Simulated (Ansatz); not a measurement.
**Down a group: vertical ionisation energies of HSi–NH₂, HGe–NH2**

Ansatz 0.2.0, basis cc-pVDZ; geometries are PBE0/def2-TZVP minima. Wave-function levels freeze the cores with the filled d shells of p-block atoms; HF, MP2 and coupled cluster are restricted for singlets and unrestricted otherwise, restricted open-shell where a d shell is frozen. NEVPT2 and MRCISD+Q stand on CASSCF in the full valence space. The reference is CCSDT(Q) (coupled cluster only where its series has nearly closed). An error is the level's value less the reference. None of these values is a measured one. Energies are electronic, without zero-point terms. No spin–orbit coupling and no scalar relativity. The set is small: such energies can lie up to about 0.3 eV from the limit, spin gaps mostly less, so near ties and functionals' places can change in larger sets. The species are chosen: bound, without strong static correlation by their natural occupations or amplitudes, in their lowest spin state as far as vertical gaps and like structures tell, with only the lowest ion state computed, and with a ladder that closes on the reference, so errors are smaller than for species at large; levels whose determinant breaks symmetry or spin markedly are left out.

| species | bonds (Å) | quantity | symmetry of the states | reference | value (eV) | error CCSD | error CCSD(T) | error CCSDT | error NEVPT2 | error MRCISD+Q |
| --- | --- | --- | --- | --- | --- | --- | --- | --- | --- | --- |
| HSi–NH2, singlet | N–Si 1.707, Si–H 1.532, N–H 1.008, angles at N 112/122/126°, angles at Si 94° | vertical ionisation to the doublet | A' / A' | CCSDT(Q) | 8.542 | 0.014 | 0.008 | 0.002 | -0.361 | -0.013 |
| HGe–NH2, singlet | N–Ge 1.816, Ge–H 1.602, N–H 1.007/1.008, angles at N 112/122/126°, angles at Ge 93° | vertical ionisation to the doublet | A' / A' | CCSDT(Q) | 8.670 | 0.028 | 0.007 | -0.001 | -0.300 | -0.008 |

The reference rises from Si to Ge, by 0.128 eV in all.
